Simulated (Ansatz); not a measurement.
Predict the output of the script below (the Ansatz DFT code, driven from Python).

`relaxed_scan.py`
```python
'''One bond of CH2O held at set lengths while the rest relaxes.'''

import ansatz
import numpy as np


def main() -> None:
    geometry_ang = [
        ('C', (0.0042, 0.0, -0.0023)),
        ('O', (0.6921, 0.5455, 0.8038)),
        ('H', (-0.5457, 0.5466, -0.7869)),
        ('H', (-0.1506, -1.092, -0.0147)),
    ]
    ch2o = ansatz.Crystal.molecule()
    for symbol, xyz in geometry_ang:
        ch2o = ch2o.atom(symbol, xyz)

    model = (
        ch2o.calculation()
        .basis(gaussian='def2-SVP')  # the orbital basis, by name
        .functional('pbe')
    )
    symbols = [site.symbol for site in ch2o.cartesian_sites]
    pairs = [(0, 1), (0, 2), (0, 3)]
    print('held (A)   E (eV)        ', '  '.join(f'{symbols[i]}{i}-{symbols[j]}{j}' for i, j in pairs))
    for length in [1.01, 1.1, 1.19, 1.32, 1.49]:
        rep = model.relax(constraints=[ansatz.DistanceConstraint((0, 3), at=length)], force_tolerance=0.02, max_steps=60).run(threads=1, backend='cpu').report
        xyz = np.array(rep['positions_ang'])
        print(f'{length:6.2f} {rep["free_energy_ev"]:14.5f}  ', '  '.join(f'{np.linalg.norm(xyz[i] - xyz[j]):.3f}' for i, j in pairs))


if __name__ == '__main__':
    main()
```

```console
$ python relaxed_scan.py
held (A)   E (eV)         C0-O1  C0-H2  C0-H3
DeckWarning: relax.constraints: the input's atoms, or those drawn, lie off the distances that are held; a relaxation that starts there is brought onto them ahead of its first SCF, by positions alone, [...]
  1.01    -3109.55072   1.213  1.134  1.010
  1.10    -3109.79562   1.209  1.133  1.100
  1.19    -3109.77115   1.205  1.131  1.190
  1.32    -3109.48402   1.199  1.129  1.320
  1.49    -3108.92848   1.191  1.126  1.490
```
(Warnings from the package without file and line, shortened, repeats left out.)

Reading the output:
- These settings explore the input space; basis and method may be short of convergence.
- The energies are electronic: no zero-point or thermal terms, and the basis set is short of its limit.
- Run time: 16 s on 1 thread of Intel(R) Xeon(R) Platinum 8375C CPU @ 2.90GHz (Ice Lake), with other jobs on the host, peak memory 0.18 GiB.

(Lines on the test bed's own set-up are left out of the output.)
